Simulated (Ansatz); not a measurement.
## BP$_{2}$H, singlet in cc-pVDZ: errors against RCCSDT(Q)

Geometry: a PBE0/def2-TZVP stationary point for this spin, not checked as a minimum.

```xyz
4

P     0.0000   -0.2584    1.0345
B     0.0000    1.2536    0.0000
P     0.0000   -0.2584   -1.0345
H     0.0000    2.4367    0.0000
```

Basis cc-pVDZ; Ansatz 0.2.0. Only valence electrons are correlated (noble-gas cores frozen), which leaves 14 electrons in 44 orbitals. Prefix R: restricted or restricted open-shell reference. Active spaces: valence = (10e, 11o, short of the full valence) chosen from the atoms' valence shells.

Full CI isn't at hand for all of this; RCCSDT(Q) serves as the reference, and is uncertain by the last step of the cluster series or more.

```
UHF ⟨S²⟩                          : 0.000
T1 diagnostic (RCCSD)             : 0.0136
largest doubles amplitude (RCCSD) : 0.107
```

```json
{"level": "RMP2", "E − E(RHF) (eV)": "-8.2472"}
{"level": "RCCSD", "E − E(RHF) (eV)": "-8.9997"}
{"level": "RCCSD(T)", "E − E(RHF) (eV)": "-9.4634"}
```

Q: Estimate how far RCCSDT(Q) in cc-pVDZ lies from RCCSD(T). The table doesn't fix it; the size of (T) and the diagnostics are the guide.

A: RCCSDT(Q) in cc-pVDZ lies 1.43 kcal/mol below RCCSD(T), which is 13 % of the (T) step (-10.69 kcal/mol). The diagnostics are small and the rest is a small part of (T), but (T) is large here. The miss exceeds 1 kcal/mol.

The other levels:

```tsv
level	E − E(RCCSDT(Q)) (kcal/mol)	share of correlation (%)	wall time
CISD	36.62	83.33	1.7 s
BCCD(T)	1.37	99.38	1.1 s
RCCSDT	1.03	99.53	–
CASSCF (valence space)	150.58	31.45	–
NEVPT2 (valence space)	30.41	86.16	16 s
```

The correlation energy at RCCSDT(Q), counted from RHF, is -9.525 eV. That run took 19 s on 1 thread of Intel Xeon, shared host.

Times hold each run's SCF and search for its determinant on a shared host, so for small cases they say little of a method's own cost; they ran on 1 thread of Intel Xeon.

Natural occupations of CASSCF (valence space) about the gap: 1.980 1.975 1.963 1.962 1.919 0.063 0.046 0.028 0.025 0.021; effectively unpaired electrons, Σ n²(2−n)², 0.07.

Atomization energy (electronic, same basis, no zero-point term; atoms at the same level, unrestricted beside the R rows where the molecule is a closed shell, with restricted open-shell steps beyond CCSDT(Q)) at RCCSDT(Q): 1059.7 kJ/mol. Errors of other levels:

| level | error (kJ/mol) |
| --- | --- |
| RHF | -328.1 |
| RMP2 | 38.2 |
| CISD | -138.2 |
| RCCSD | -40.5 |
| RCCSD(T) | -3.2 |
| BCCD(T) | -2.8 |
| RCCSDT | -3.9 |

This basis is far from its limit, so the value isn't to be set against a measured one. Truncated CI isn't size-consistent, which counts against it in atomization.
